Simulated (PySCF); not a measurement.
Bonds (- single, = double, # triple, : aromatic): C1=C2 1.339 Å, C2-C3 1.495 Å, C2-C4 1.490 Å, C4=O5 1.206 Å, C4-O6 1.341 Å. C1 carries H7, H8; C3 carries H9, H10, H11; O6 carries H12. H8 is cis to C3; H7 is trans to C3.

PySCF 2.14 calculation with coordinates at the PBE0-D3(BJ)/def2-SVP level and shieldings: GIAO KT3/pcSseg-2; non-relativistic Hamiltonian, isolated molecule, a single conformation, fast rotation and ring inversion assumed for equivalent nuclei.

Chemical shifts δ = σref − σ; TMS for 13C (σ = 181.31 ppm) and 1H (σ = 31.35 ppm); H2O for 17O (σ = 323.80 ppm), all at this level.

```tsv
atoms	nucleus	count	δ (ppm)
H12	1H	1	5.35
O6	17O	1	192.6
O5	17O	1	393.1
C4	13C	1	162.2
H7	1H	1	6.31
C1	13C	1	?
H9/H10/H11	1H	3	1.99
H8	1H	1	5.81
C3	13C	1	?
C2	13C	1	?
```

Q: Complete the table.

A: 
- C2: 138.5 ppm, α carbon of a C=C–C=O unit; as expected for a trigonal carbon in a double bond
- C1: 126.2 ppm, β carbon of a C=C–C=O unit
- C3: 22.3 ppm, allylic methyl carbon; saturated and bonded to C and H only

OH and NH positions are those of a molecule without intermolecular hydrogen bonds; in solution they move with solvent, concentration and temperature, and exchange usually removes their couplings. Shifts are as computed, not scaled to solution data. Of 1211 compounds with measured shifts, 218 miss one by over three times the rms of a fit or turn the order of signals round; such compounds aren't used in these exercises. In solution the two oxygens of a carboxylic acid exchange roles by proton transfer and give one 17O line. Hydrogen bonding in solution shields acid and N–H amide carbonyl oxygens by tens of ppm. The C=O carbon of an acid or of an amide with N–H lies up to 10 ppm further downfield in solution, through hydrogen bonding that the calculation lacks. Unscaled 17O shifts of doubly bonded oxygen tend to come out too high, by tens of ppm or more. Experimental scales use liquid or dissolved standards, which lie at an offset from isolated H2O (liquid H2O: subtract about 36 ppm).
